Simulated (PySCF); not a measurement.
Coordinates in bohr (charge 1 multiplicity 1):
```
S     0.0000    0.0000    0.0000
H     0.0000    0.0000    2.5329
H     2.1936    0.0000   -1.2664
H    -2.1936    0.0000   -1.2664
```

All numbers come from PBE0 in PySCF with S def2-TZVP, H def2-TZVP; no relativity; density-fitted integrals.

This geometry of SH₃⁺ is a stationary point at this level.

Task: What is the point group?

Result: D3h.

Task: Is it a minimum?

Result: No: it has 1 imaginary mode, at 1091i cm⁻¹ (a2'').

Task: List the harmonic modes with their infrared intensities.

Result: 
```json
{"symmetry": "a2''", "ω (cm⁻¹)": "1091i", "IR (km/mol, summed over degenerate members)": "–"}
{"symmetry": "e'", "ω (cm⁻¹)": "1088", "IR (km/mol, summed over degenerate members)": "1.6"}
{"symmetry": "a1'", "ω (cm⁻¹)": "2672", "IR (km/mol, summed over degenerate members)": "0.0"}
{"symmetry": "e'", "ω (cm⁻¹)": "2759", "IR (km/mol, summed over degenerate members)": "710"}
```

Task: What are the dipole moment and the gap between the highest occupied and lowest empty levels?

Result: 0.00 D about the centre of mass and 8.16 eV.

In D3h the vibrations span a2'' + 2e' + a1'. The a1' mode carries no infrared intensity, as symmetry demands.

Only a few start shapes were tried, so a lower isomer may exist. At this level a singlet minimum of C3v symmetry lies 128 kJ/mol below this structure.
